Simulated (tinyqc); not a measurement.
Worked calculation: RHF in the sto-3g basis, for H2F+, spin multiplicity 1. Computed by tinyqc, a small Python program that keeps every step (integrals from PySCF). Settings: charge = 1, multiplicity = 1, basis = sto-3g, energy threshold = 1e-10, iteration cap = 79, orthogonalisation = symmetric, start = core, DIIS depth = 0, method = RHF. Command: `OMP_NUM_THREADS=1 python tinyqc.py 28645 28646 out.jsonl` (the two numbers bound the seeds that draw the settings). One thread of a shared host (Intel(R) Xeon(R) Processor @ 2.60GHz), about 0.07 s of CPU time with the checks. Later iterations appear only in the table of the cycle.

## One-electron integrals

Geometry (angstrom):
```
atom         x          y         z
F     0.000000   0.000000  0.000000
H     0.000000   0.947000  0.507000
H     0.000000  -0.947000  0.507000
```

Basis sto-3g: exponents (1/bohr^2) and contraction coefficients of normalised primitives:
```
element  l (shell)    exponent  coefficient
F            s (1)  166.679130     0.154329
F            s (1)   30.360812     0.535328
F            s (1)    8.216821     0.444635
F            s (2)    6.464803    -0.099967
F            s (2)    1.502281     0.399513
F            s (2)    0.488588     0.700115
F            p (3)    6.464803     0.155916
F            p (3)    1.502281     0.607684
F            p (3)    0.488588     0.391957
H            s (1)    3.425251     0.154329
H            s (1)    0.623914     0.535328
H            s (1)    0.168855     0.444635
```

Overlap, kinetic and nuclear-attraction integrals over the contracted functions; the nuclear repulsion is the sum of Za Zb / Rab.

nuclear repulsion = 9.14682023 hartree

overlap S, lower triangle:
```
           1F 1s     1F 2s    1F 2px     1F 2py    1F 2pz     2H 1s     3H 1s
1F 1s   1.000000
1F 2s   0.237990  1.000000
1F 2px  0.000000  0.000000  1.000000
1F 2py  0.000000  0.000000  0.000000   1.000000
1F 2pz  0.000000  0.000000  0.000000   0.000000  1.000000
2H 1s   0.033955  0.350670  0.000000   0.257655  0.137942  1.000000
3H 1s   0.033955  0.350670  0.000000  -0.257655  0.137942  0.141518  1.000000
```

kinetic energy T (hartree), lower triangle:
```
            1F 1s     1F 2s    1F 2px     1F 2py    1F 2pz      2H 1s     3H 1s
1F 1s   36.984577
1F 2s   -0.212858  1.037995
1F 2px   0.000000  0.000000  3.248015
1F 2py   0.000000  0.000000  0.000000   3.248015
1F 2pz   0.000000  0.000000  0.000000   0.000000  3.248015
2H 1s   -0.006989  0.059662  0.000000   0.146574  0.078472   0.760032
3H 1s   -0.006989  0.059662  0.000000  -0.146574  0.078472  -0.008447  0.760032
```

nuclear attraction V (hartree), lower triangle:
```
             1F 1s       1F 2s      1F 2px      1F 2py      1F 2pz      2H 1s      3H 1s
1F 1s   -77.994849
1F 2s    -9.411293  -12.524249
1F 2px    0.000000    0.000000  -12.378926
1F 2py    0.000000    0.000000    0.000000  -12.500893
1F 2pz   -0.010358   -0.127532    0.000000    0.000000  -12.413885
2H 1s    -1.377247   -3.269247    0.000000   -2.075650   -1.141181  -5.837772
3H 1s    -1.377247   -3.269247    0.000000    2.075650   -1.141181  -0.965679  -5.837772
```

core Hamiltonian H = T + V (hartree), lower triangle:
```
             1F 1s       1F 2s     1F 2px     1F 2py     1F 2pz      2H 1s      3H 1s
1F 1s   -41.010272
1F 2s    -9.624150  -11.486253
1F 2px    0.000000    0.000000  -9.130911
1F 2py    0.000000    0.000000   0.000000  -9.252878
1F 2pz   -0.010358   -0.127532   0.000000   0.000000  -9.165870
2H 1s    -1.384236   -3.209584   0.000000  -1.929076  -1.062709  -5.077741
3H 1s    -1.384236   -3.209584   0.000000   1.929076  -1.062709  -0.974126  -5.077741
```

## Two-electron integrals

Functions are numbered as in S; the eight-fold symmetry (ij|kl) = (ji|kl) = (kl|ij) leaves the list below.

Two-electron integrals (ij|kl) in chemists' order, unique and non-zero (hartree):
```
(11|11) 5.403501    (21|11) 0.841920    (21|21) 0.156299    (22|11) 1.268028
(22|21) 0.292344    (22|22) 0.926167    (31|31) 0.027998    (32|31) 0.043169
(32|32) 0.204588    (33|11) 1.264502    (33|21) 0.292403    (33|22) 0.925959
(33|33) 0.997514    (41|41) 0.027998    (42|41) 0.043169    (42|42) 0.204588
(43|43) 0.053770    (44|11) 1.264502    (44|21) 0.292403    (44|22) 0.925959
(44|33) 0.889973    (44|44) 0.997514    (51|51) 0.027998    (52|51) 0.043169
(52|52) 0.204588    (53|53) 0.053770    (54|54) 0.053770    (55|11) 1.264502
(55|21) 0.292403    (55|22) 0.925959    (55|33) 0.889973    (55|44) 0.889973
(55|55) 0.997514    (61|11) 0.121742    (61|21) 0.022417    (61|22) 0.041687
(61|33) 0.041622    (61|41) 0.000810    (61|42) 0.001521    (61|44) 0.041778
(61|51) 0.000434    (61|52) 0.000815    (61|54) 0.000083    (61|55) 0.041667
(61|61) 0.003248    (62|11) 0.316054    (62|21) 0.073878    (62|22) 0.262036
(62|33) 0.258155    (62|41) 0.004445    (62|42) 0.035036    (62|44) 0.267003
(62|51) 0.002380    (62|52) 0.018757    (62|54) 0.004737    (62|55) 0.260691
(62|61) 0.010758    (62|62) 0.092143    (63|31) 0.007640    (63|32) 0.045625
(63|43) 0.007330    (63|53) 0.003924    (63|63) 0.013498    (64|11) 0.192505
(64|21) 0.045566    (64|22) 0.172989    (64|33) 0.165649    (64|41) 0.010033
(64|42) 0.067492    (64|44) 0.185875    (64|51) 0.001281    (64|52) 0.011707
(64|54) 0.006904    (64|55) 0.167245    (64|61) 0.006906    (64|62) 0.074638
(64|64) 0.073508    (65|11) 0.103063    (65|21) 0.024395    (65|22) 0.092614
(65|33) 0.088685    (65|41) 0.001281    (65|42) 0.011707    (65|44) 0.091664
(65|51) 0.008326    (65|52) 0.051893    (65|54) 0.008925    (65|55) 0.097387
(65|61) 0.003698    (65|62) 0.039959    (65|64) 0.032128    (65|65) 0.030698
(66|11) 0.480996    (66|21) 0.114271    (66|22) 0.468001    (66|33) 0.452326
(66|41) 0.008405    (66|42) 0.093909    (66|44) 0.488476    (66|51) 0.004500
(66|52) 0.050277    (66|54) 0.019354    (66|55) 0.462688    (66|61) 0.016735
(66|62) 0.213635    (66|64) 0.201232    (66|65) 0.107735    (66|66) 0.774606
(71|11) 0.121742    (71|21) 0.022417    (71|22) 0.041687    (71|33) 0.041622
(71|41) -0.000810   (71|42) -0.001521   (71|44) 0.041778    (71|51) 0.000434
(71|52) 0.000815    (71|54) -0.000083   (71|55) 0.041667    (71|61) 0.003199
(71|62) 0.010419    (71|64) 0.006163    (71|65) 0.003585    (71|66) 0.016073
(71|71) 0.003248    (72|11) 0.316054    (72|21) 0.073878    (72|22) 0.262036
(72|33) 0.258155    (72|41) -0.004445   (72|42) -0.035036   (72|44) 0.267003
(72|51) 0.002380    (72|52) 0.018757    (72|54) -0.004737   (72|55) 0.260691
(72|61) 0.010419    (72|62) 0.073117    (72|64) 0.041080    (72|65) 0.030659
(72|66) 0.135688    (72|71) 0.010758    (72|72) 0.092143    (73|31) 0.007640
(73|32) 0.045625    (73|43) -0.007330   (73|53) 0.003924    (73|63) 0.010279
(73|73) 0.013498    (74|11) -0.192505   (74|21) -0.045566   (74|22) -0.172989
(74|33) -0.165649   (74|41) 0.010033    (74|42) 0.067492    (74|44) -0.185875
(74|51) -0.001281   (74|52) -0.011707   (74|54) 0.006904    (74|55) -0.167245
(74|61) -0.006163   (74|62) -0.041080   (74|64) -0.013230   (74|65) -0.016906
(74|66) -0.070143   (74|71) -0.006906   (74|72) -0.074638   (74|74) 0.073508
(75|11) 0.103063    (75|21) 0.024395    (75|22) 0.092614    (75|33) 0.088685
(75|41) -0.001281   (75|42) -0.011707   (75|44) 0.091664    (75|51) 0.008326
(75|52) 0.051893    (75|54) -0.008925   (75|55) 0.097387    (75|61) 0.003585
(75|62) 0.030659    (75|64) 0.016906    (75|65) 0.022981    (75|66) 0.062489
(75|71) 0.003698    (75|72) 0.039959    (75|74) -0.032128   (75|75) 0.030698
(76|11) 0.089143    (76|21) 0.021030    (76|22) 0.081149    (76|33) 0.079794
(76|44) 0.081605    (76|51) 0.001094    (76|52) 0.010394    (76|55) 0.081963
(76|61) 0.003023    (76|62) 0.027916    (76|64) 0.019879    (76|65) 0.013853
(76|66) 0.068159    (76|71) 0.003023    (76|72) 0.027916    (76|74) -0.019879
(76|75) 0.013853    (76|76) 0.010512    (77|11) 0.480996    (77|21) 0.114271
(77|22) 0.468001    (77|33) 0.452326    (77|41) -0.008405   (77|42) -0.093909
(77|44) 0.488476    (77|51) 0.004500    (77|52) 0.050277    (77|54) -0.019354
(77|55) 0.462688    (77|61) 0.016073    (77|62) 0.135688    (77|64) 0.070143
(77|65) 0.062489    (77|66) 0.278002    (77|71) 0.016735    (77|72) 0.213635
(77|74) -0.201232   (77|75) 0.107735    (77|76) 0.068159    (77|77) 0.774606
```

## Orthogonalisation

S = U s U^T; symmetric (Loewdin) form X = U s^(-1/2) U^T, so that X^T S X = 1.

eigenvalues of S: 0.493714  0.558055  0.913019  1.000000  1.074083  1.300427  1.660702

X, lower triangle:
```
            1F 1s      1F 2s    1F 2px     1F 2py     1F 2pz      2H 1s     3H 1s
1F 1s    1.023584
1F 2s   -0.134830   1.128961
1F 2px   0.000000   0.000000  1.000000
1F 2py   0.000000   0.000000  0.000000   1.063765
1F 2pz  -0.004370   0.041029  0.000000   0.000000   1.015763
2H 1s    0.016996  -0.193766  0.000000  -0.160249  -0.074738   1.097048
3H 1s    0.016996  -0.193766  0.000000   0.160249  -0.074738  -0.054734  1.097048
```

## Starting guess

The start is the orbitals of the core Hamiltonian; D = 2 C_occ C_occ^T.

D at the start, lower triangle:
```
            1F 1s      1F 2s    1F 2px     1F 2py     1F 2pz      2H 1s     3H 1s
1F 1s    2.129222
1F 2s   -0.558946   2.414104
1F 2px   0.000000   0.000000  2.000000
1F 2py   0.000000   0.000000  0.000000   2.224512
1F 2pz  -0.022529   0.129017  0.000000   0.000000   2.054666
2H 1s    0.057412  -0.242824  0.000000  -0.274114  -0.124744   0.064304
3H 1s    0.057412  -0.242824  0.000000   0.274114  -0.124744  -0.003251  0.064304
```

## Iteration 1: building the Fock matrix

J_ij = sum D_kl (ij|kl), K_ij = sum D_kl (ik|jl); F = H + J - 0.5 K; E = tr D H + tr D J / 2 - 0.25 tr D K + E_nn.

Coulomb J (hartree), lower triangle:
```
            1F 1s      1F 2s    1F 2px     1F 2py    1F 2pz     2H 1s     3H 1s
1F 1s   21.085022
1F 2s    4.045524  10.002062
1F 2px   0.000000   0.000000  9.994860
1F 2py   0.000000   0.000000  0.000000   9.991421
1F 2pz   0.002678   0.000483  0.000000   0.000000  9.993513
2H 1s    0.580340   2.736966  0.000000   1.770775  0.947264  4.691037
3H 1s    0.580340   2.736966  0.000000  -1.770775  0.947264  0.827923  4.691037
```

exchange K (hartree), lower triangle:
```
            1F 1s     1F 2s    1F 2px     1F 2py    1F 2pz     2H 1s     3H 1s
1F 1s   11.122680
1F 2s    1.953313  3.252544
1F 2px   0.000000  0.000000  2.679483
1F 2py   0.000000  0.000000  0.000000   2.681294
1F 2pz   0.001049  0.005226  0.000000   0.000000  2.678888
2H 1s    0.296410  0.776717  0.000000   0.373320  0.199240  0.286313
3H 1s    0.296410  0.776717  0.000000  -0.373320  0.199240  0.156849  0.286313
```

Fock matrix F (hartree), lower triangle:
```
             1F 1s      1F 2s     1F 2px     1F 2py     1F 2pz      2H 1s      3H 1s
1F 1s   -25.486590
1F 2s    -6.555283  -3.110463
1F 2px    0.000000   0.000000  -0.475793
1F 2py    0.000000   0.000000   0.000000  -0.602105
1F 2pz   -0.008205  -0.129662   0.000000   0.000000  -0.511801
2H 1s    -0.952101  -0.860977   0.000000  -0.344961  -0.215065  -0.529860
3H 1s    -0.952101  -0.860977   0.000000   0.344961  -0.215065  -0.224628  -0.529860
```

total energy of this density = -97.84757974 hartree

## Iteration 1: diagonalisation and new density

Diagonalise F' = X^T F X, C = X C', fill 5 alpha and 5 beta electrons from the bottom; D = 2 C_occ C_occ^T. Each column has its largest component positive (the first on a tie).

F' = X^T F X (hartree), lower triangle:
```
            1          2          3          4          5          6          7
1  -25.008910
2   -3.394083  -1.840837
3    0.000000   0.000000  -0.475793
4    0.000000   0.000000   0.000000  -0.461798
5   -0.014813  -0.057296   0.000000   0.000000  -0.475975
6   -0.111949  -0.345519   0.000000  -0.281396  -0.145200  -0.240441
7   -0.111949  -0.345519   0.000000   0.281396  -0.145200  -0.059276  -0.240441
```

orbital energies (hartree): MO1 -25.497955, MO2 -1.541406, MO3 -0.743448, MO4 -0.533729, MO5 -0.475793, MO6 -0.052349, MO7 0.100485

coefficients C:
```
              MO1        MO2        MO3        MO4       MO5        MO6        MO7
1F 1s    0.994181  -0.253162   0.000000   0.067531  0.000000   0.097231   0.000000
1F 2s    0.024656   0.956546   0.000000  -0.326077  0.000000  -0.589568   0.000000
1F 2px   0.000000   0.000000   0.000000   0.000000  1.000000   0.000000   0.000000
1F 2py   0.000000   0.000000   0.737377   0.000000  0.000000   0.000000   0.799519
1F 2pz   0.001560   0.118817   0.000000   0.885550  0.000000  -0.496318   0.000000
2H 1s   -0.004182   0.078635   0.339693   0.216147  0.000000   0.730553  -0.757357
3H 1s   -0.004182   0.078635  -0.339693   0.216147  0.000000   0.730553   0.757357
```

D after iteration 1, lower triangle:
```
            1F 1s      1F 2s    1F 2px     1F 2py    1F 2pz      2H 1s     3H 1s
1F 1s    2.114094
1F 2s   -0.479339   2.043830
1F 2px   0.000000   0.000000  2.000000
1F 2py   0.000000   0.000000  0.000000   1.087450
1F 2pz   0.062546  -0.350131  0.000000   0.000000  1.596636
2H 1s   -0.018936   0.009268  0.000000   0.500964  0.401491   0.336624
3H 1s   -0.018936   0.009268  0.000000  -0.500964  0.401491  -0.124942  0.336624
```

## Iteration 2: building the Fock matrix

As before.

Coulomb J (hartree), lower triangle:
```
            1F 1s     1F 2s    1F 2px     1F 2py    1F 2pz     2H 1s     3H 1s
1F 1s   19.986368
1F 2s    3.800403  9.427406
1F 2px   0.000000  0.000000  9.434618
1F 2py   0.000000  0.000000  0.000000   9.405996
1F 2pz  -0.007977  0.000817  0.000000   0.000000  9.414937
2H 1s    0.545151  2.628475  0.000000   1.723583  0.928134  4.754900
3H 1s    0.545151  2.628475  0.000000  -1.723583  0.928134  0.812352  4.754900
```

exchange K (hartree), lower triangle:
```
            1F 1s      1F 2s    1F 2px     1F 2py    1F 2pz     2H 1s     3H 1s
1F 1s   11.062286
1F 2s    1.899375   3.049614
1F 2px   0.000000   0.000000  2.603921
1F 2py   0.000000   0.000000  0.000000   2.152176
1F 2pz   0.002998  -0.087085  0.000000   0.000000  2.385129
2H 1s    0.287260   0.918728  0.000000   0.625325  0.392160  0.843627
3H 1s    0.287260   0.918728  0.000000  -0.625325  0.392160  0.191148  0.843627
```

Fock matrix F (hartree), lower triangle:
```
             1F 1s      1F 2s     1F 2px     1F 2py     1F 2pz      2H 1s      3H 1s
1F 1s   -26.555047
1F 2s    -6.773434  -3.583654
1F 2px    0.000000   0.000000  -0.998254
1F 2py    0.000000   0.000000   0.000000  -0.922970
1F 2pz   -0.019834  -0.083173   0.000000   0.000000  -0.943498
2H 1s    -0.982715  -1.040474   0.000000  -0.518155  -0.330655  -0.744654
3H 1s    -0.982715  -1.040474   0.000000   0.518155  -0.330655  -0.257349  -0.744654
```

total energy of this density = -98.83970940 hartree

## Iteration 2: diagonalisation and new density

As before.

F' = X^T F X (hartree), lower triangle:
```
            1          2          3          4          5          6          7
1  -26.077190
2   -3.434270  -2.254293
3    0.000000   0.000000  -0.998254
4    0.000000   0.000000   0.000000  -0.716144
5   -0.035873   0.030950   0.000000   0.000000  -0.883653
6   -0.107711  -0.431032   0.000000  -0.414190  -0.235468  -0.368213
7   -0.107711  -0.431032   0.000000   0.414190  -0.235468  -0.056897  -0.368213
```

orbital energies (hartree): MO1 -26.564567, MO2 -1.992505, MO3 -1.133470, MO4 -1.007746, MO5 -0.998254, MO6 -0.075429, MO7 0.106010

coefficients C:
```
              MO1        MO2        MO3        MO4       MO5        MO6        MO7
1F 1s    0.994769  -0.252297   0.000000   0.056001  0.000000   0.100721   0.000000
1F 2s    0.022240   0.960288   0.000000  -0.282251  0.000000  -0.605964   0.000000
1F 2px   0.000000   0.000000   0.000000   0.000000  1.000000   0.000000   0.000000
1F 2py   0.000000   0.000000   0.734867   0.000000  0.000000   0.000000   0.801826
1F 2pz   0.001817   0.079879   0.000000   0.896239  0.000000  -0.484791   0.000000
2H 1s   -0.003745   0.079987   0.342066   0.208579  0.000000   0.732606  -0.756288
3H 1s   -0.003745   0.079987  -0.342066   0.208579  0.000000   0.732606   0.756288
```

D after iteration 2, lower triangle:
```
            1F 1s      1F 2s    1F 2px     1F 2py    1F 2pz      2H 1s     3H 1s
1F 1s    2.112712
1F 2s   -0.471921   2.004628
1F 2px   0.000000   0.000000  2.000000
1F 2py   0.000000   0.000000  0.000000   1.080060
1F 2pz   0.063688  -0.352435  0.000000   0.000000  1.619255
2H 1s   -0.024450   0.035711  0.000000   0.502746  0.386638   0.333852
3H 1s   -0.024450   0.035711  0.000000  -0.502746  0.386638  -0.134183  0.333852
```

## Iteration 14 (converged): orbitals

converged F (hartree), lower triangle:
```
             1F 1s      1F 2s     1F 2px     1F 2py     1F 2pz      2H 1s      3H 1s
1F 1s   -26.556100
1F 2s    -6.774197  -3.579599
1F 2px    0.000000   0.000000  -0.997294
1F 2py    0.000000   0.000000   0.000000  -0.918190
1F 2pz   -0.019757  -0.082084   0.000000   0.000000  -0.953963
2H 1s    -0.982826  -1.044248   0.000000  -0.519169  -0.326237  -0.746893
3H 1s    -0.982826  -1.044248   0.000000   0.519169  -0.326237  -0.256977  -0.746893
```

As before.

F' = X^T F X (hartree), lower triangle:
```
            1          2          3          4          5          6          7
1  -26.077984
2   -3.435916  -2.245818
3    0.000000   0.000000  -0.997294
4    0.000000   0.000000   0.000000  -0.710177
5   -0.035851   0.030823   0.000000   0.000000  -0.895669
6   -0.107094  -0.436034   0.000000  -0.415817  -0.230321  -0.369499
7   -0.107094  -0.436034   0.000000   0.415817  -0.230321  -0.055715  -0.369499
```

orbital energies (hartree): MO1 -26.565637, MO2 -1.989461, MO3 -1.132537, MO4 -1.012470, MO5 -0.997294, MO6 -0.077118, MO7 0.108575

coefficients C:
```
              MO1        MO2        MO3        MO4       MO5        MO6        MO7
1F 1s    0.994765  -0.251818   0.000000   0.055141  0.000000   0.102420   0.000000
1F 2s    0.022255   0.957409   0.000000  -0.276176  0.000000  -0.613275   0.000000
1F 2px   0.000000   0.000000   0.000000   0.000000  1.000000   0.000000   0.000000
1F 2py   0.000000   0.000000   0.731801   0.000000  0.000000   0.000000   0.804625
1F 2pz   0.001815   0.079419   0.000000   0.902103  0.000000  -0.473866   0.000000
2H 1s   -0.003744   0.083239   0.344950   0.199274  0.000000   0.734830  -0.754977
3H 1s   -0.003744   0.083239  -0.344950   0.199274  0.000000   0.734830   0.754977
```

D after iteration 14, lower triangle:
```
            1F 1s      1F 2s    1F 2px     1F 2py    1F 2pz      2H 1s     3H 1s
1F 1s    2.112022
1F 2s   -0.468364   1.986800
1F 2px   0.000000   0.000000  2.000000
1F 2py   0.000000   0.000000  0.000000   1.071066
1F 2pz   0.063098  -0.346125  0.000000   0.000000  1.640200
2H 1s   -0.027395   0.049151  0.000000   0.504870  0.372740   0.331287
3H 1s   -0.027395   0.049151  0.000000  -0.504870  0.372740  -0.144675  0.331287
```

## Convergence

Stop when the energy changes by less than 1e-10 hartree and every element of the error matrix X^T (F D S - S D F) X is below 3e-06.

Course of the cycle:
```
iteration   E (hartree)     change  largest element of the error matrix
1          -97.84757974          -                             5.47e-01
2          -98.83970940  -9.92e-01                             3.57e-02
3          -98.84108293  -1.37e-03                             8.14e-03
4          -98.84126117  -1.78e-04                             3.28e-03
5          -98.84129390  -3.27e-05                             1.58e-03
6          -98.84130068  -6.78e-06                             7.45e-04
7          -98.84130214  -1.46e-06                             3.50e-04
8          -98.84130246  -3.15e-07                             1.63e-04
9          -98.84130252  -6.85e-08                             7.63e-05
10         -98.84130254  -1.49e-08                             3.56e-05
11         -98.84130254  -3.24e-09                             1.66e-05
12         -98.84130254  -7.03e-10                             7.74e-06
13         -98.84130254  -1.53e-10                             3.61e-06
14         -98.84130254  -3.32e-11                             1.68e-06
```

PySCF RHF in the same basis = -98.84130254 hartree

Converged in 14 iterations.

## Populations, bond orders and dipole

Mulliken: Z minus the diagonal of D S on the atom; Loewdin: the same with S^(1/2) D S^(1/2); Mayer order: 2 sum_s sum (D(s) S)_ij (D(s) S)_ji over the two atoms.

Charges (e):
```
atom  Mulliken   Loewdin
1F    0.017236  0.141664
2H    0.491382  0.429168
3H    0.491382  0.429168
```

Mayer bond orders:
```
pair     order
2-1   0.732895
3-1   0.732895
3-2   0.025649
```

dipole moment about the origin, x y z (debye): 0.000000  0.000000  2.777730
